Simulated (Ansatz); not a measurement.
# B2N: the cost of one run

Method: DFT unrestricted wB97X-V, Gaussian basis def2-TZVPP, in Ansatz 0.2.0.

### Step 1. The system as given

Bond lengths: N1–B2 1.320 Å, N1–B3 1.320 Å. Angles: B2–N1–B3 180.0°.

As a file:

```xyz
3

N     0.0000    0.0000    0.0000
B     0.0000    0.0000    1.3200
B     0.0000    0.0000   -1.3200
```

### Step 2. Relaxing the atoms: B2N

Contents of input.yaml:

```yaml
relax:
  f_tol: 0.001
  max_steps: 200
crystal:
  periodic: [false, false, false]
  atoms:
    - { symbol: "N", position_ang: [0.0, 0.0, 0.0] }
    - { symbol: B, position_ang: [0.0, 0.0, 1.32] }
    - { symbol: B, position_ang: [0.0, 0.0, -1.32] }
magnetization:
  spin_polarized: true
  initial_magnetization: 1
basis:
  gaussian: { orbitals: def2-TZVPP }
hamiltonian:
  xc: { name: wB97X-V }
```

Started as:

```console
$ ansatz run input.yaml --threads 6 --pin off --max-ram 8192MiB --backend cpu --events-out ev --progress --plain --runs-dir out
```

**Question.** How long does this run take on 6 threads of Arm Neoverse N1, shared host, and how much memory does it need?

About 17 s, with a peak of 0.22 GiB.
